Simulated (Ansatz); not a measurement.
**B₂HF (quintet): the correlation ladder, def2-TZVPP**

The task here is to estimate one member of a computed series from the others.

Computed with Ansatz 0.2.0, Gaussian basis. Level: def2-TZVPP, core rule «outside noble gas», up to 3 orbitals frozen.

To be run: UHF; ROHF; CCSD(T) on UHF.

2 further runs of the same task are left out: 2 set aside as unsound or not needed.

**The system**

The geometry is a PBE0/def2-TZVP stationary point (not a proven minimum) of the parent state, kept for this charge and spin.

4 atoms, charge 0, spin multiplicity 5.

Atoms are counted from 1 here; the program's logs count them from 0.

Bond lengths: B1–B2 1.633 Å, B2–F3 1.328 Å, B2–H4 1.205 Å. Angles: B1–B2–F3 125.5°, B1–B2–H4 114.3°, F3–B2–H4 120.2°.

Geometry (Å):

```xyz
4
B2FH
B     0.0000   -0.2860    1.6155
B     0.0000    0.4445    0.1548
F     0.0000   -0.1777   -1.0181
H     0.0000    1.6488    0.2021
```

Set-up of the first run:

in.yaml reads:

```yaml
crystal:
  periodic: [false, false, false]
  atoms:
    - {symbol: B, position_ang: [0.000000, -0.285996, 1.615495]}
    - {symbol: B, position_ang: [0.000000, 0.444539, 0.154784]}
    - {symbol: F, position_ang: [0.000000, -0.177695, -1.018097]}
    - {symbol: H, position_ang: [0.000000, 1.648828, 0.202133]}
basis:
  gaussian: {orbitals: def2-TZVPP}
magnetization: {spin_polarized: true, initial_magnetization: 4}
hamiltonian: {xc: hf}
output: {orbitals: {seedname: orbitals}}
```

The run is started by

```sh
ansatz run in.yaml --threads 1 --pin off --events-out ev --progress --plain --max-ram 4096MiB --backend cpu
```

Among the steps run: UHF; ROHF; CCSD(T) on UHF.

One of the session's tables, all rows but one given; the rest of the session is left out.

| method | from UCCSD(T) (meV) |
| --- | --- |
| ROHF | +10999.6 |
| UHF | +10911.7 |
| UMP2 | ? |
| UCCSD | +378.6 |
| UCCSD(T) | 0 |

**Question.** Estimate the row for UMP2.

**Answer.** from UCCSD(T) (meV): +960.5. In the column «from UCCSD(T) (meV)» it lies between UCCSD (+378.6) and UHF (+10911.7).
